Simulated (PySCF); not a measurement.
# FCI/STO-6G run of NH3S (Thiohydroxylamine)

Aim: the energy change on altering one bond length of NH3S (Thiohydroxylamine) at FCI/STO-6G, from 2 runs. The job is set up through a Python script.

The results are computed with PySCF 2.14.0.

11 further runs of the same task are left out: 11 set aside as unsound or not needed.

**1. Starting point**

NH3S: 5 atoms, total charge 0, spin state singlet. As SMILES, `NS`. The coordinates come from a GFN2-xTB relaxation. This is one conformer, not always the lowest.

Bond lengths: N1–S2 1.719 Å, N1–H3 1.015 Å, N1–H4 1.015 Å, S2–H5 1.338 Å. Angles: N1–S2–H5 95.5°, S2–N1–H3 109.8°, S2–N1–H4 109.7°, H3–N1–H4 108.9°.

**2. A single-point energy at FCI/STO-6G**

Contents of run.py:

```python
# Thiohydroxylamine
from pyscf import gto, scf, mcscf
from pyscf import fci

system = gto.Mole()
system.atom = '''
N       -0.162760      -0.507400      -0.231700
S        0.168270       0.954370       0.610330
H        0.015040      -1.300690       0.375430
H       -1.135990      -0.524720      -0.519210
H        1.115440       1.378440      -0.234860
'''
system.basis = 'sto-6g'
system.max_memory = 1860
system.verbose = 3
system.spin = 0
system.build()

mf = scf.RHF(system)
mf.conv_tol = 1e-10
mf.kernel()
if not mf.converged:
    mf = mf.newton().run(mf.mo_coeff, mf.mo_occ)

cas = mcscf.CASCI(mf, mf.mo_coeff.shape[-1] - 6, (system.nelec[0] - 6, system.nelec[1] - 6))  # full CI above the frozen core
cas.fcisolver = fci.direct_spin0.FCI(system)  # even spin states alone
cas.kernel()
print('<S^2> = %.4f' % cas.fcisolver.spin_square(cas.ci, cas.ncas, cas.nelecas)[0])
e_tot = cas.e_tot
print('E(%s) = %.9f' % ('FCI', e_tot))
```

The run is started by

```
OMP_NUM_THREADS=1 python run.py
```

Log:

```text
converged SCF energy = -452.146769824494
CASCI E = -452.243986872954  E(CI) = -42.5938338003373  S^2 = 0.0000000
<S^2> = 0.0000
E(FCI) = -452.243986873
```

Run time: 1.2 s. Hardware: 1 thread of Intel Xeon Platinum 8488C (Sapphire Rapids), shared host; peak memory 0.14 GiB.

**3. The distorted shape**

Contents of calc.py:

```python
from pyscf import gto, mcscf
from pyscf import fci

mol = gto.Mole()
mol.atom = '''
N     -1.202520    -1.359535     0.360741
S     -0.576964     1.402810     1.951947
H     -0.866526    -2.858636     1.508051
H     -3.041658    -1.392265    -0.182574
H      2.107876     2.604874    -0.443821
'''
mol.unit = 'bohr'
mol.max_memory = 1860
mol.verbose = 3
mol.basis = 'sto-6g'
mol.spin = 0
mol.build()

hf = mol.RHF()
hf.conv_tol = 1e-10
hf.kernel()
if not hf.converged:
    hf = hf.newton().run(hf.mo_coeff, hf.mo_occ)

cas = mcscf.CASCI(hf, hf.mo_coeff.shape[-1] - 6, (mol.nelec[0] - 6, mol.nelec[1] - 6))  # full CI above the frozen core
cas.fcisolver = fci.direct_spin0.FCI(mol)  # even spin states alone
cas.kernel()
print('<S^2> = %.4f' % cas.fcisolver.spin_square(cas.ci, cas.ncas, cas.nelecas)[0])
energy = cas.e_tot
print(f'total energy: {energy:.8f} hartree')
```

The run is started by

```
OMP_NUM_THREADS=1 python calc.py
```

Log:

```text
converged SCF energy = -452.01262150121
CASCI E = -452.164312138327  E(CI) = -41.4690580727914  S^2 = 0.0000000
<S^2> = 0.0000
total energy: -452.16431214 hartree
```

Wall time 1.2 s (1 thread of Intel Xeon Platinum 8488C (Sapphire Rapids), shared host); peak memory 0.14 GiB.

**4. Results**

Level: FCI/STO-6G, 6 core orbitals frozen.

| quantity | value |
| --- | --- |
| first shape: total energy | -452.24399 Eh |
| first shape: dipole moment (Hartree–Fock density) | 0.79 D |
| first shape: HOMO energy (Hartree–Fock orbitals) | -7.48 eV |
| first shape: LUMO energy (Hartree–Fock orbitals) | 11.79 eV |
| first shape: HOMO–LUMO gap (Hartree–Fock orbitals) | 19.27 eV |
| first shape: correlation energy (6 core orbitals frozen) | -97.2 mEh |
| distorted shape: total energy | -452.16431 Eh |
| distorted shape: dipole moment (Hartree–Fock density) | 1.52 D |
| distorted shape: HOMO energy (Hartree–Fock orbitals) | -7.27 eV |
| distorted shape: LUMO energy (Hartree–Fock orbitals) | 5.55 eV |
| distorted shape: HOMO–LUMO gap (Hartree–Fock orbitals) | 12.82 eV |
| distorted shape: correlation energy (6 core orbitals frozen) | -151.7 mEh |
| energy change with the S2–H5 bond stretched from 1.338 to 2.008 Å | 2.168 eV |

With the S2–H5 bond stretched from 1.338 to 2.008 Å the energy rises by 2.17 eV (209 kJ/mol). The first shape isn't relaxed at this level, so the change isn't measured from a minimum. The minimal basis adds a large error of its own. Mulliken charges (first shape) of the mean-field density run from -0.50 on N1 to +0.21 on S2. Mulliken charges (distorted shape) of the mean-field density run from -0.50 on N1 to +0.23 on S2; they depend strongly on the basis.
